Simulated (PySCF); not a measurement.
Consider nitrosyl fluoride, `O=NF` (FNO). Optimised structure (Å), atoms numbered from 1:
```
O    -0.9992   -0.2451   -0.0032
N    -0.1358    0.4836   -0.0250
F     1.1580   -0.2436    0.0031
```

Level of theory: PBE0-D3(BJ)/ma-def2-TZVP single points in PySCF, grid level 2; every species was optimised with PBE0-D3(BJ)/ma-def2-SVP. The prefix ma- adds one diffuse s and one diffuse p function on all atoms but H. Zero-point and thermal terms (298.15 K, 1 bar) come from unscaled PBE0-D3(BJ)/ma-def2-SVP harmonic frequencies, with soft modes damped to free rotors in the entropy.

Task: What are the vertical and the adiabatic ionisation energy for forming the radical cation?

Result: 13.01 eV vertical and 12.54 eV adiabatic, the latter with zero-point energy.

Task: Where does the unpaired spin of the relaxed radical cation sit?

Result: N2 (nitrogen) 0.42, O1 (oxygen) 0.37, F3 (fluorine) 0.21 (intrinsic atomic orbital populations).

Task: How far is −ε(HOMO) from the vertical value by ΔSCF?

Result: −ε(HOMO) = 9.88 eV, which is 3.13 eV below the ΔSCF value.
